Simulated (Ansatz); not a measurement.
# FeIr: computed properties

Level of theory: DFT r2SCAN, scalar-relativistic, plane waves, PAW (Ansatz 0.2.0).

Cutoff 500 eV; k points 18×18×18 on the computed 2-atom cell (Γ-centred); Gaussian smearing, width 0.10 eV; collinear spin from starting moments 3.53 0.57 μB.

The structure is relaxed at this level of theory with its symmetry kept. Whether it is the stable form of this composition wasn't checked.

```
Fe Ir
1.0
     1.35699    0.78346    4.24836
    -1.35699    0.78346    4.24836
     0.00000   -1.56692    4.24836
Fe Ir
1 1
Direct
  0.00000 0.00000 0.00000
  0.50000 0.50000 0.50000
```

* Space group: R-3m (No. 166)
* Volume per atom: 91.4 bohr³
* Formation energy from the elements' standard states (uncorrected): -0.060 eV/atom
* Generalised Kohn–Sham band gap: none (metal)
* Density of states at the Fermi level: 2.42 states/eV per cell
* Löwdin character within 0.5 eV of the Fermi level: Fe 3d 50 %, Ir 5d 42 %, unprojected 4 %
* Bader charges (e): Fe (1 in the cell) 0.62, Ir (1 in the cell) -0.62
* Total moment: 3.64 μB per cell
* Site moments (μB; atoms counted from 1 over the whole cell): Fe (atom 1) 3.21, Ir (atom 2) 0.51

The state reached may not be the lowest one. Spin-orbit coupling is left out, which matters for the bands of heavy elements. Only parallel moments were tried here.

Only this magnetic start was tried.

Cost: 1 run of about 3 core-minutes, on Arm Neoverse V2 (shared hosts).